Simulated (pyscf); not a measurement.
[HSi=PH]• + H₂ -> H₂Si=PH + H•, a hydrogen abstraction (doublet surface; H–H broken, H–Si formed). PySCF, gas phase, ωB97X-D3(BJ)/def2-SVP geometries. Energies in kcal/mol from the separated reactants.

AM1 to PM7: differences of heats of formation from MOPAC. Open shells are spin-unrestricted. 

Q: In single points PM7 puts the saddle at 66.7 kcal/mol and the reaction energy at +55.9 kcal/mol. Should these be trusted to within a few kcal/mol? Compare with ωB97M-D3(BJ)/def2-TZVP.

A: ωB97M-D3(BJ)/def2-TZVP gives ΔE‡ = 21.9 kcal/mol and ΔE = +18.0 kcal/mol. PM7 lies 44.9 kcal/mol over it in the barrier and 37.9 kcal/mol over it in the reaction energy, so on this step it does not hold to within 3.0 kcal/mol. ωB97M-D3(BJ)/def2-TZVP has limits of its own. [HSi=PH]• lies 5.2 kcal/mol over its isomer H₂Si=P• (electronic energy, ωB97M-D3(BJ)). This is the saddle that the search found; another between the same sides may lie lower. The angle at the transferred H is 180°.
